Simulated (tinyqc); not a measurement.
UHF in the sto-3g basis, for BH, spin multiplicity 3, step by step. One step of it, computed by the program tinyqc.

Problem. Iteration 30 (converged): orbitals. Diagonalise F' = X^T F X, C = X C', fill 4 alpha and 2 beta electrons from the bottom; D(s) = C_occ C_occ^T. Each column has its largest component positive (the first on a tie).

converged F(alpha) (hartree):
```
            1B 1s      1B 2s     1B 2px     1B 2py     1B 2pz      2H 1s
1B 1s   -7.323152  -2.164448   0.000000   0.000000  -0.002993  -0.539250
1B 2s   -2.164448  -1.126513   0.000000   0.000000   0.028898  -0.560764
1B 2px   0.000000   0.000000  -0.073110  -0.234311   0.000000   0.000000
1B 2py   0.000000   0.000000  -0.234311   0.076363   0.000000   0.000000
1B 2pz  -0.002993   0.028898   0.000000   0.000000  -0.204495  -0.389034
2H 1s   -0.539250  -0.560764   0.000000   0.000000  -0.389034  -0.392386
```

converged F(beta) (hartree):
```
            1B 1s      1B 2s    1B 2px    1B 2py     1B 2pz      2H 1s
1B 1s   -7.262286  -2.127770  0.000000  0.000000  -0.001186  -0.525812
1B 2s   -2.127770  -0.720213  0.000000  0.000000  -0.255827  -0.530736
1B 2px   0.000000   0.000000  0.394291  0.030134   0.000000   0.000000
1B 2py   0.000000   0.000000  0.030134  0.375068   0.000000   0.000000
1B 2pz  -0.001186  -0.255827  0.000000  0.000000   0.167147  -0.348025
2H 1s   -0.525812  -0.530736  0.000000  0.000000  -0.348025  -0.345446
```

X:
```
            1B 1s      1B 2s    1B 2px    1B 2py     1B 2pz      2H 1s
1B 1s    1.030341  -0.154552  0.000000  0.000000  -0.013381   0.028110
1B 2s   -0.154552   1.165037  0.000000  0.000000   0.136756  -0.352519
1B 2px   0.000000   0.000000  1.000000  0.000000   0.000000   0.000000
1B 2py   0.000000   0.000000  0.000000  1.000000   0.000000   0.000000
1B 2pz  -0.013381   0.136756  0.000000  0.000000   1.137230  -0.355119
2H 1s    0.028110  -0.352519  0.000000  0.000000  -0.355119   1.268326
```

Give: F' = X^T F X; orbital energies; coefficients C; F' = X^T F X; orbital energies; coefficients C; D(alpha) after iteration 30; D(beta) after iteration 30.

Solution.

F' = X^T F X (alpha) (hartree):
```
        1       2       3       4       5       6
1  -7.138  -1.132   0.000   0.000  -0.036  -0.069
2  -1.132  -0.528   0.000   0.000   0.245  -0.426
3   0.000   0.000  -0.073  -0.234   0.000   0.000
4   0.000   0.000  -0.234   0.076   0.000   0.000
5  -0.036   0.245   0.000   0.000   0.044  -0.478
6  -0.069  -0.426   0.000   0.000  -0.478   0.061
```

orbital energies (alpha) (hartree): MO1 -7.329, MO2 -0.599, MO3 -0.368, MO4 -0.244, MO5 0.248, MO6 0.736

coefficients C (alpha):
```
           MO1     MO2     MO3    MO4     MO5     MO6
1B 1s    0.991  -0.255   0.137  0.000   0.000   0.144
1B 2s    0.034   0.751  -0.573  0.000   0.000  -0.794
1B 2px   0.000   0.000   0.000  0.807  -0.590   0.000
1B 2py   0.000   0.000   0.000  0.590   0.807   0.000
1B 2pz   0.003   0.046   0.668  0.000   0.000  -0.995
2H 1s   -0.007   0.415   0.440  0.000   0.000   1.222
```

F' = X^T F X (beta) (hartree):
```
        1       2      3      4       5       6
1  -7.076  -1.163  0.000  0.000   0.005  -0.063
2  -1.163  -0.094  0.000  0.000  -0.042  -0.440
3   0.000   0.000  0.394  0.030   0.000   0.000
4   0.000   0.000  0.030  0.375   0.000   0.000
5   0.005  -0.042  0.000  0.000   0.414  -0.468
6  -0.063  -0.440  0.000  0.000  -0.468   0.099
```

orbital energies (beta) (hartree): MO1 -7.267, MO2 -0.486, MO3 0.269, MO4 0.353, MO5 0.416, MO6 0.826

coefficients C (beta):
```
           MO1     MO2     MO3     MO4    MO5     MO6
1B 1s    0.992  -0.177  -0.236   0.000  0.000   0.122
1B 2s    0.029   0.456   0.901   0.000  0.000  -0.710
1B 2px   0.000   0.000   0.000  -0.590  0.807   0.000
1B 2py   0.000   0.000   0.000   0.807  0.590   0.000
1B 2pz   0.004   0.278  -0.486   0.000  0.000  -1.061
2H 1s   -0.007   0.579  -0.377   0.000  0.000   1.176
```

D(alpha) after iteration 30:
```
         1B 1s   1B 2s  1B 2px  1B 2py  1B 2pz   2H 1s
1B 1s    1.066  -0.237   0.000   0.000   0.083  -0.052
1B 2s   -0.237   0.894   0.000   0.000  -0.348   0.060
1B 2px   0.000   0.000   0.652   0.476   0.000   0.000
1B 2py   0.000   0.000   0.476   0.348   0.000   0.000
1B 2pz   0.083  -0.348   0.000   0.000   0.448   0.313
2H 1s   -0.052   0.060   0.000   0.000   0.313   0.366
```

D(beta) after iteration 30:
```
         1B 1s   1B 2s  1B 2px  1B 2py  1B 2pz   2H 1s
1B 1s    1.016  -0.052   0.000   0.000  -0.045  -0.109
1B 2s   -0.052   0.208   0.000   0.000   0.127   0.264
1B 2px   0.000   0.000   0.000   0.000   0.000   0.000
1B 2py   0.000   0.000   0.000   0.000   0.000   0.000
1B 2pz  -0.045   0.127   0.000   0.000   0.077   0.161
2H 1s   -0.109   0.264   0.000   0.000   0.161   0.336
```
